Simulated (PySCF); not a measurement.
Bonds broken one at a time in the series SiH2(OH)-X. Isolated molecules, 0 K electronic values unless said otherwise. One relaxed conformer stands for each flexible species; it need not be the lowest. Strings in code marks are SMILES.

Computed with PBE-D3(BJ)/def2-TZVP // PBE0-D4/def2-TZVP (PySCF 2.14.0). 

| species | highest occupied spin orbital (eV) |
|---|---|
| radical fragment (`C[SiH2]`) | … |
| whole molecule (`O=C(O)[SiH2]O`) | – |
| radical fragment (`O=C(O)[SiH2]`) | -5.53 |
| radical fragment (`[S]C`) | -5.31 |

**Question.** Some entries are withheld; supply them.

**Answer.** 
- radical fragment (`C[SiH2]`), highest occupied spin orbital (eV): -4.81
